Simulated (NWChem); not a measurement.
**One shape, several levels: C4H4 (SMILES C#C[C]C)**

Wanted: a comparison of 3 runs (UHF/6-31G*, UPBE0/STO-3G, UMP2/6-31G*) of C4H4. 

Program for the calculation: NWChem 7.3.0.

## Step 1: The structure to begin with

C4H4 has 8 atoms, charge 0, and is taken as a triplet. As SMILES, `C#C[C]C`. The shape is that of a GFN2-xTB optimisation.

Bond lengths: C1–C2 1.264 Å, C2–C3 1.265 Å, C3–C4 1.435 Å, C1–H5 1.050 Å, C4–H6 1.094 Å, C4–H7 1.095 Å, C4–H8 1.093 Å. Angles: C1–C2–C3 171.9°, C2–C3–C4 166.9°, C2–C1–H5 157.9°, C3–C4–H6 110.9°, C3–C4–H7 110.4°, C3–C4–H8 110.9°, H6–C4–H7 108.3°, H6–C4–H8 108.2°, H7–C4–H8 108.1°.

## Step 2: Energy and gradient at UHF/6-31G(d) (spherical functions) (run 1)

Input file c4h4.nw:

```
start c4h4
memory 2200 mb
charge 0
geometry units angstroms noautosym nocenter noautoz
  C      2.377570     0.605270     0.271850
  C      1.155050     0.308550     0.144810
  C     -0.052420    -0.067120     0.178320
  C     -1.421050    -0.399270    -0.096190
  H      3.309460     1.017440     0.020150
  H     -2.093040     0.106780     0.603150
  H     -1.690530    -0.094760    -1.112930
  H     -1.585040    -1.476890    -0.009150
end
basis spherical bse
  * library 6-31G*
end
scf
  triplet
  uhf
  thresh 1e-08
  maxiter 80
  print low
end
task scf gradient
```

Started as:

```sh
nwchem c4h4.nw > c4h4.out
```

Output:

```text
[...]
  functions       =    64
[...]
  wavefunction    = UHF
[...]
         Total SCF energy =   -153.671903575474
      One electron energy =   -380.869440103459
      Two electron energy =    138.809391672975
 Nuclear repulsion energy =     88.388144855011
                       Sz =      1.0000
                 Sz(Sz+1) =      2.0000
                      S^2 =      2.3597
[...]
                         UHF ENERGY GRADIENTS
    atom               coordinates                        gradient
                 x          y          z           x          y          z
   1 C       4.492956   1.143794   0.513722   -0.027858  -0.004470  -0.007404
   2 C       2.182728   0.583075   0.273651    0.016623   0.003314   0.004429
   3 C      -0.099059  -0.126838   0.336976   -0.007727  -0.001007  -0.005775
   4 C      -2.685395  -0.754511  -0.181773    0.025521   0.005571   0.006400
   5 H       6.253973   1.922683   0.038078   -0.007047  -0.003955   0.003136
   6 H      -3.955272   0.201785   1.139788   -0.001685   0.003514   0.004258
   7 H      -3.194638  -0.179070  -2.103133    0.000959   0.002225  -0.005536
   8 H      -2.995291  -2.790917  -0.017291    0.001216  -0.005192   0.000492
 Task  times  cpu:        7.6s     wall:        7.6s
 Total times  cpu:        7.7s     wall:        7.7s
```

Run time: 8.4 s. Hardware: 1 thread of Intel Xeon Platinum 8488C (Sapphire Rapids), shared host; peak memory 0.1 GiB.

## Step 3: Energy and gradient at UPBE0/STO-3G (run 2)

Input file mol.nw:

```
start mol
title "C4H4 gradient"
memory 2200 mb

geometry noautosym nocenter noautoz
C     2.377570    0.605270    0.271850
C     1.155050    0.308550    0.144810
C    -0.052420   -0.067120    0.178320
C    -1.421050   -0.399270   -0.096190
H     3.309460    1.017440    0.020150
H    -2.093040    0.106780    0.603150
H    -1.690530   -0.094760   -1.112930
H    -1.585040   -1.476890   -0.009150
end

basis spherical bse
* library STO-3G
end

dft
xc pbe0
mult 3
grid xfine
convergence energy 1e-08
maxiter 100
mulliken
print low
end

task dft gradient
```

Started as:

```sh
nwchem mol.nw > mol.out
```

Output:

```text
[...]
 d= 0,ls=0.0,diis     1   -152.5171365015 -2.41D+02  1.60D-02  5.06D-02     2.3
[...]
 d= 0,ls=0.0,diis    11   -152.5660756612 -7.31D-09  1.75D-06  7.11D-10    17.6
[...]
         Total DFT energy =     -152.566075661187
      One electron energy =     -380.091617530532
           Coulomb energy =      162.171779121454
    Exchange-Corr. energy =      -23.034382107120
 Nuclear repulsion energy =       88.388144855011
[...]
      <S2> =      2.0975 (Exact =     2.0000)
                         DFT ENERGY GRADIENTS
    atom               coordinates                        gradient
                 x          y          z           x          y          z
   1 C       4.492956   1.143794   0.513722   -0.004999   0.003035  -0.008640
   2 C       2.182728   0.583075   0.273651    0.010239   0.002984   0.001014
   3 C      -0.099059  -0.126838   0.336976   -0.013437  -0.003238  -0.004533
   4 C      -2.685395  -0.754511  -0.181773    0.019689   0.004568   0.003749
   5 H       6.253973   1.922683   0.038078   -0.026765  -0.011589   0.006345
   6 H      -3.955272   0.201785   1.139788    0.006972  -0.002292  -0.003773
   7 H      -3.194638  -0.179070  -2.103133    0.004434  -0.001186   0.006187
   8 H      -2.995291  -2.790917  -0.017291    0.003868   0.007719  -0.000350
 Task  times  cpu:       19.5s     wall:       19.5s
 Total times  cpu:       19.6s     wall:       19.6s
```

Wall time 20 s (1 thread of Intel Xeon Platinum 8488C (Sapphire Rapids), shared host); peak memory 0.14 GiB.

## Step 4: Energy and forces at UMP2/6-31G(d) (spherical functions) (run 3)

Input file geom.xyz:

```xyz
8
C4H4 mp2
C      2.377570     0.605270     0.271850
C      1.155050     0.308550     0.144810
C     -0.052420    -0.067120     0.178320
C     -1.421050    -0.399270    -0.096190
H      3.309460     1.017440     0.020150
H     -2.093040     0.106780     0.603150
H     -1.690530    -0.094760    -1.112930
H     -1.585040    -1.476890    -0.009150
```

Input file geom.nw:

```
start geom
title "C4H4 mp2"
memory stack 880 mb heap 220 mb global 1100 mb

geometry noautosym nocenter noautoz
  load geom.xyz
end

basis spherical bse
  * library 6-31G*
end

scf
  triplet
  uhf
  thresh 1e-08
  maxiter 80
  noprint "final vectors analysis"
end

mp2
  freeze core 4
  tight
end

task mp2 gradient
```

Started as:

```sh
nwchem geom.nw > geom.out
```

Output:

```text
[...]
  functions       =    64
[...]
  wavefunction    = UHF
[...]
         Total SCF energy =   -153.671903575484
      One electron energy =   -380.869440103468
      Two electron energy =    138.809391672974
 Nuclear repulsion energy =     88.388144855011
                       Sz =      1.0000
                 Sz(Sz+1) =      2.0000
                      S^2 =      2.3597
[...]
          Total MP2 energy          -154.093507820263
[...]
                         mp2 ENERGY GRADIENTS
    atom               coordinates                        gradient
                 x          y          z           x          y          z
   1 C       4.492956   1.143794   0.513722   -0.005267   0.000209  -0.003410
   2 C       2.182728   0.583075   0.273651    0.020362   0.007836  -0.002305
   3 C      -0.099059  -0.126838   0.336976   -0.019481  -0.006888   0.000499
   4 C      -2.685395  -0.754511  -0.181773    0.012766   0.003077   0.001936
   5 H       6.253973   1.922683   0.038078   -0.013732  -0.005994   0.003043
   6 H      -3.955272   0.201785   1.139788    0.002030   0.000437  -0.000017
   7 H      -3.194638  -0.179070  -2.103133    0.001467   0.000147   0.000363
   8 H      -2.995291  -2.790917  -0.017291    0.001855   0.001175  -0.000107
[...]
```

Wall time 20 s (1 thread of Intel Xeon Platinum 8488C (Sapphire Rapids), shared host); peak memory 0.16 GiB.

## Step 5: The series

```tsv
run	level	iteration cap	module	energy (Eh)	⟨S²⟩	largest force (eV/Å)	wall time
1	UHF/6-31G* (spherical functions)	80	scf	-153.671904	2.360	1.500	8.4 s
2	UPBE0/STO-3G	100	dft	-152.566076	2.098	1.535	20 s
3	UMP2/6-31G* (spherical functions)	80	mp2	-154.093508	2.360	1.128	20 s
```

## Step 6: Outcome

| quantity | value |
| --- | --- |
| run 3: total energy | -154.09351 Eh |
| run 3: dipole moment (of the density that the program reports) | 1.21 D |
| run 3: correlation energy (4 core orbitals frozen) | -421.6 mEh |
| run 3: ⟨S²⟩ of the reference determinant | 2.360 |
| run 3: largest force on an atom | 1.128 eV/Å |

What this shows: In run 2 the basis is minimal, so the values are rough. Spin contamination of the reference: run 1 ⟨S²⟩ = 2.36, run 3 ⟨S²⟩ = 2.36. All runs together took 49 s, the longest 20 s.
